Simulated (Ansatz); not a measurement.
# fcc Cu: how far can PBE be trusted?

Programs: Ansatz (a program for electronic structure).

| property | PBE | LDA | HSE06 | reference | PBE less reference |
|---|---|---|---|---|---|
| equilibrium lattice constant a (Å) | 3.629 | 3.518 | 3.633 | 3.595 | +0.95 % |
| bulk modulus B0 (GPa) | 141 | 189 | 129 | 144 | -2.1 % |
| cohesive energy (eV/atom) | 3.52 | 4.56 | 3.08 | 3.52 | 0.00 eV/atom |
| elastic constant C11 (GPa) | 178 | 235 | 160 | 176 | +1.1 % |
| elastic constant C44 (GPa) | 80.6 | 102 | 84.4 | 81.8 | -1.5 % |
| Voigt–Reuss–Hill shear modulus (GPa) | 52.4 | 66.3 | 51.2 | – | – |

PBE is well off the measurement for the lattice constant a (+0.95 %). It does well for the bulk modulus (-2.1 %), cohesive energy (0.00 eV/atom), elastic constant C11 (+1.1 %), elastic constant C44 (-1.5 %). Where no measured value is used, PBE differs from HSE06 by +2.3 % in the Voigt–Reuss–Hill shear modulus.

Low-temperature values still hold zero-point motion unless their source removed it.

Called good within 5.0 % for the bulk modulus, 0.10 eV/atom for the cohesive energy, 5.0 % for the elastic constant C11, 5.0 % for the elastic constant C44.

Called well off clearly beyond 0.50 % for the lattice constant a, 10.0 % for the bulk modulus, 0.20 eV/atom for the cohesive energy, 10.0 % for the elastic constant C11, 10.0 % for the elastic constant C44 (bounds picked here from the quality of each reference).

The references are measured values: lattice constant a corrected to a static lattice, bulk modulus corrected to a static lattice, cohesive energy corrected to a static lattice, elastic constant C11 low temperature, elastic constant C44 low temperature.

Unless a row names a cell, each level is at its own relaxed cell.

Caveats: hybrids on metals are sensitive to the k mesh (HSE06). Ansatz's density-functional and Hartree–Fock values are scalar-relativistic unless marked +SOC, with PAW data made under PBE.

References as tabulated in Malica and Corso (2021), arXiv:2109.00459; Csonka et al. (2009), arXiv:0903.4037; Mejia-Rodriguez and Trickey (2018), arXiv:1807.09216; Harl et al. (2010), doi:10.1103/physrevb.81.115126.
